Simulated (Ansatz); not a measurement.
# C2HSi: the cost of one run

Computed with Ansatz 0.2.0, Gaussian basis. Level: def2-QZVPP, core rule «outside noble gas», up to 7 orbitals frozen.

Plan: UHF; ROHF; CCSD(T) on UHF.

2 further runs of the same task are left out: 2 set aside as unsound or not needed.

## 1. What is computed

The geometry is a PBE0/def2-TZVP stationary point (not a proven minimum) of the parent state, kept for this charge and spin.

4 atoms, charge 1, spin multiplicity 3.

Atoms are counted from 1 here; the program's logs count them from 0.

Bond lengths: C1–C2 1.222 Å, C1–H4 1.067 Å, C2–Si3 1.799 Å. Angles: C2–C1–H4 180.0°, C1–C2–Si3 180.0°.

As a file:

```xyz
4

C     0.0000    0.0000    0.7942
C     0.0000    0.0000   -0.4278
Si    0.0000    0.0000   -2.2271
H     0.0000    0.0000    1.8608
```

## 2. UHF

File in.yaml:

```yaml
crystal:
  periodic: [false, false, false]
  atoms:
    - {symbol: C, position_ang: [0.000000, 0.000000, 0.794175]}
    - {symbol: C, position_ang: [0.000000, 0.000000, -0.427825]}
    - {symbol: Si, position_ang: [0.000000, 0.000000, -2.227125]}
    - {symbol: H, position_ang: [0.000000, 0.000000, 1.860775]}
basis:
  gaussian: {orbitals: "def2-QZVPP.json"}
total_charge: 1
magnetization: {spin_polarized: true, initial_magnetization: 2}
hamiltonian: {xc: hf}
output: {orbitals: {seedname: orbitals}}
```

On the command line:

```console
$ ansatz run in.yaml --threads 1 --pin off --events-out ev --progress --plain --max-ram 2393MiB
```

Q: Estimate wall time and peak memory on 1 thread of Arm Neoverse V1, shared host.

About 55 s, with a peak of 0.51 GiB.
